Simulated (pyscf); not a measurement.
PySCF, gas phase, ωB97X-D3(BJ)/def2-SVP geometries.

Problem. PBE/def2-TZVP puts the barrier of F–CH(F)–CH(Cl)–Cl -> Cl–CH₂–Cl + difluorocarbene (F–C:–F) [singlet] (1,1-elimination; singlet surface; C–C, C–H broken, C–H formed) at 324.0 kJ/mol and the reaction energy at +238.9 kJ/mol, from the reactant's lowest minimum found. What do r²SCAN/def2-TZVP, PBE0-D3(BJ)/def2-TZVP, ωB97M-D3(BJ)/def2-TZVP give on the same structures?

Solution. r²SCAN: ΔE‡ = 344.8 kJ/mol, ΔE = +254.2 kJ/mol; PBE0-D3(BJ): ΔE‡ = 367.9 kJ/mol, ΔE = +260.1 kJ/mol; ωB97M-D3(BJ): ΔE‡ = 381.9 kJ/mol, ΔE = +232.4 kJ/mol. PBE's barrier lies under all of them, by 20.8 to 57.9 kJ/mol. Its reaction energy lies among theirs. The same reactants have a lower exit, to F–CH(F)–CH•–Cl + Cl• (no saddle counted: cutting one bond costs +332.6 kJ/mol at ωB97M-D3(BJ), against +381.9 kJ/mol here). This is the saddle that the search found; another between the same sides may lie lower. One closed-shell reference is unstable to symmetry breaking; treat the single-reference values with care.
